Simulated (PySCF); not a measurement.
methylamine: proton affinities at several levels

Structure: `CN` (CH5N). Non-hydrogen atoms are numbered in `[CH3:1][NH2:2]`.

All levels share the PBE0-D3(BJ)/def2-SVP structures and the PBE0-D3(BJ)/def2-SVP thermal terms; only the single-point energies (PySCF) change. Values are proton affinities (298 K, kJ/mol).

```tsv
level	N2	abs. error	time
LDA/def2-TZVP	874	25.0	6.5 s
M06/def2-TZVP (grid 3)	891	8.1	11 s
M06-2X/def2-TZVP (grid 3)	893	6.4	11 s
ωB97M-D3(BJ)/def2-TZVP (grid 3)	895	4.5	11 s
CAM-B3LYP-D3(BJ)/def2-TZVP	896	3.7	4.9 s
PBE0-D3(BJ)/aug-pcseg-1	896	3.1	4 s
BLYP-D3(BJ)/def2-TZVP	897	2.0	7.7 s
PBE-D3(BJ)/def2-TZVP	898	1.4	7.5 s
PBE0-D3(BJ)/ma-def2-SVP	900	0.2	2.9 s
BP86-D3(BJ)/def2-TZVP	900	0.2	7.6 s
PBE0-D3(BJ)/aug-cc-pVDZ	900	1.0	4.2 s
M06-L/def2-TZVP (grid 3)	901	2.0	14 s
PBE0-D3(BJ)/def2-SV(P)	902	2.2	2 s
PBE0-D3(BJ)/def2-SVPD	902	2.4	3.7 s
PBE0-D3(BJ)/6-31+G*	902	2.6	2.2 s
PBE0-D3(BJ)/pcseg-1	902	2.8	2.5 s
PBE0-D3(BJ)/def2-TZVPD	902	3.0	5.8 s
B3LYP-D3(BJ)/def2-TZVP	903	3.1	4.2 s
PBE0-D3(BJ)/ma-def2-TZVP	903	3.4	4.5 s
r2SCAN-D3(BJ)/def2-TZVP (grid 3)	903	3.6	14 s
HSE06/def2-TZVP	903	3.9	8.6 s
PBE0-D3(BJ)/aug-cc-pVTZ	904	4.3	14 s
PBE0-D3(BJ)/jun-cc-pV(T+d)Z	904	4.4	7.7 s
PBE0-D3(BJ)/6-311++G(2d,2p)	904	5.0	4.6 s
PBE0-D3(BJ)/6-311+G**	905	5.3	3.4 s
PBE0-D3(BJ)/pcseg-2	905	5.8	6.5 s
PBE0-D3(BJ)/def2-TZVP	906	6.1	–
BHandHLYP/def2-TZVP	906	6.7	3.8 s
PBE0-D3(BJ)/def2-TZVPP	907	7.3	6.7 s
LC-ωPBE/def2-TZVP	907	7.6	7.9 s
ωB97X-D3(BJ)/def2-TZVP	908	9.0	4.6 s
PBE0-D3(BJ)/cc-pVTZ	910	10.9	6.6 s
TPSS-D3(BJ)/def2-TZVP (grid 3)	911	11.7	14 s
B97-2/def2-TZVP	912	12.7	4 s
TPSSh-D3(BJ)/def2-TZVP (grid 3)	913	13.1	11 s
PBE0-D3(BJ)/def2-SVP	917	17.3	2.5 s
PBE0-D3(BJ)/cc-pVDZ	917	17.4	2.7 s
PBE0-D3(BJ)/6-31G*	917	17.6	2.1 s
OPBE/def2-TZVP	917	17.8	7.6 s
HF/def2-TZVP	919	19.2	1.2 s
PBE0-D3(BJ)/6-31G	940	40.9	1.8 s
ATcT 1.112	899
```

Times are wall times for all single points of a level on 1 thread of Arm Neoverse N1, a shared host; the dash marks the run that also made the structures. BLYP, BP86, HSE06, LC-ωPBE, LDA, M06-L, OPBE, PBE, TPSS, r2SCAN ran on a slower path of this set-up, which computes the density-fitting integrals anew in every SCF cycle while the other levels store them. So the times needn't show the usual order of cost, and those levels read slower than they are.

Hartree-Fock leaves out electron correlation, so its proton affinities can be off by tens of kJ/mol.

The spread: 66 kJ/mol, from 874 to 940.

A small basis comes closest here by cancellation of errors.
